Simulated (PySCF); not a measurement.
# Core-level binding energies of bicyclo[3.1.0]hex-2-ene

Compound: bicyclo[3.1.0]hex-2-ene, C6H8.
Numbering: `[CH:1]1=[CH:2][C@H:3]2[CH2:4][C@H:5]2[CH2:6]1`

Cartesian coordinates in Å at the PBE0-D3(BJ)/def2-SVP level; atoms count from 1:
```xyz
14
C6H8 angstrom
C     -1.5060   -0.1681    0.1769
C     -0.9605    1.0542    0.2342
C      0.4627    1.0374   -0.2005
C      1.3762    0.2000    0.6587
C      0.7467   -0.4084   -0.5565
C     -0.5490   -1.1872   -0.3864
H     -2.5167   -0.4201    0.5075
H     -1.4672    1.9540    0.5910
H      0.8802    1.8762   -0.7649
H      2.4493    0.4055    0.6092
H      1.0097   -0.0929    1.6479
H      1.3994   -0.6513   -1.3986
H     -0.9129   -1.5808   -1.3526
H     -0.4313   -2.0623    0.2772
```

The calculation used delta-SCF UKS SCAN, pcX-2 on the ionised atom, pcseg-1 elsewhere, spin-free X2C in PySCF. Binding energies are ΔSCF values: E(core-ionised, relaxed orbitals) − E(ground state) at a fixed geometry, referred to the vacuum level.

Question: What binding energy does each computed site have?

Answer: 
```csv
atom(s),environment,level,binding energy (eV),above the level's lowest (eV),count
C1,alkene CH carbon,C 1s,289.95,0.00,1
C2,alkene CH carbon,C 1s,290.11,+0.16,1
C4,three-membered-ring carbon,C 1s,290.39,+0.44,1
C5,sp3 carbon at a ring junction,C 1s,290.48,+0.53,1
C3,sp3 carbon at a ring junction,C 1s,290.50,+0.55,1
C6,allylic carbon,C 1s,290.66,+0.71,1
```

The listed C 1s values span 0.71 eV, from C1 (bonded to C (double bond), C and H) to C6 (bonded to 2 C and 2 H). The values 290.48 and 290.50 eV lie too close for their order to be trusted.

Question: Which photon wavelength matches the C 1s of C4 threshold?

Answer: λ = hc/E = 12398.42 eV Å / 290.39 eV = 42.696 Å.

Question: Express the binding energy of C 1s of C4 in atomic units and per mole.

Answer: 290.39 eV = 10.6716 Eh = 28018 kJ/mol.

Geometry: PBE0-D3(BJ)/def2-SVP; no solvent, vibrations or thermal averaging.

On an Intel Xeon 6975P-C with one thread, shared host with 192 logical CPUs at a one-minute load of 86, this took 34 s and 0.56 GiB of memory at its peak.
